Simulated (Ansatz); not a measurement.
# Si₂H₅ (quartet): from Hartree-Fock to the top rungs, cc-pVDZ

An exercise on one series of results from a longer session: the logs are not shown, and one member is left open.

Program: Ansatz 0.2.0, Gaussian basis. Level of theory: cc-pVDZ, core rule «outside noble gas», up to 10 orbitals frozen. These are calculated values, not measurements.

Plan: UHF; CCSD(T) on ROHF; CCSD(T) on UHF; BCCD(T) on ROHF; CISD; CCSDT(Q) on ROHF; CCSDT(Q) on UHF.

4 further runs of the same task are left out: 4 set aside as unsound or not needed.

## The geometry

The geometry is a PBE0/def2-TZVP stationary point (not a proven minimum) of the parent state, kept for this charge and spin.

7 atoms, charge 0, spin multiplicity 4.

Atoms are counted from 1 here; the program's logs count them from 0.

Bond lengths: Si1–Si2 2.326 Å, Si1–H3 1.487 Å, Si1–H4 1.487 Å, Si1–H5 1.490 Å, Si2–H6 1.489 Å, Si2–H7 1.489 Å. Angles: Si2–Si1–H3 109.0°, Si2–Si1–H4 109.0°, Si2–Si1–H5 112.8°, H3–Si1–H4 109.0°, H3–Si1–H5 108.5°, H4–Si1–H5 108.5°, Si1–Si2–H6 114.6°, Si1–Si2–H7 114.6°, H6–Si2–H7 109.9°.

Coordinates:

```xyz
7
charge 0, multiplicity 4
Si   -0.0305    0.0000    1.1383
Si    0.0696    0.0000   -1.1851
H     0.6628   -1.2107    1.6524
H     0.6628    1.2107    1.6524
H    -1.4280    0.0000    1.6551
H    -0.4929   -1.2186   -1.8288
H    -0.4929    1.2186   -1.8288
```

The first run:

in.yaml reads:

```yaml
crystal:
  periodic: [false, false, false]
  atoms:
    - {symbol: Si, position_ang: [-0.030510, 0.000000, 1.138318]}
    - {symbol: Si, position_ang: [0.069566, 0.000000, -1.185054]}
    - {symbol: H, position_ang: [0.662773, -1.210670, 1.652385]}
    - {symbol: H, position_ang: [0.662773, 1.210671, 1.652384]}
    - {symbol: H, position_ang: [-1.427985, 0.000001, 1.655104]}
    - {symbol: H, position_ang: [-0.492916, -1.218619, -1.828798]}
    - {symbol: H, position_ang: [-0.492916, 1.218618, -1.828799]}
basis:
  gaussian: {orbitals: cc-pVDZ}
magnetization: {spin_polarized: true, initial_magnetization: 3}
hamiltonian: {xc: hf}
output: {orbitals: {seedname: orbitals}}
```

On the command line:

```bash
$ ansatz run in.yaml --threads 1 --pin off --events-out ev --progress --plain --max-ram 2816MiB --backend cpu
```

Among the steps run: UHF; CCSD(T) on ROHF; CCSD(T) on UHF; BCCD(T) on ROHF; CISD; CCSDT(Q) on ROHF; CCSDT(Q) on UHF.

One of the session's tables, all rows but one given; the rest of the session is left out.

| method | from RCCSDT(Q) (meV) |
| --- | --- |
| ROHF | ? |
| UHF | +6513.7 |
| RMP2 | +1623.6 |
| UMP2 | +1620.8 |
| CISD | +818.5 |
| RCCSD | +247.1 |
| UCCSD | +245.9 |
| RCCSD(T) | +72.9 |
| UCCSD(T) | +74.0 |
| BCCD(T) | +72.0 |
| RCCSDT | +9.1 |
| UCCSDT | +9.1 |
| RCCSDT(Q) | 0 |
| UCCSDT(Q) | -0.6 |

Q: Estimate the row for ROHF from the others.

**Answer.** from RCCSDT(Q) (meV): +6607.9. In the column «from RCCSDT(Q) (meV)» it is the highest.

To keep in mind: Restricted and unrestricted rows rest on different reference determinants; where their highest levels disagree by more than a few hundredths of an eV, they describe different states and don't form one ladder.
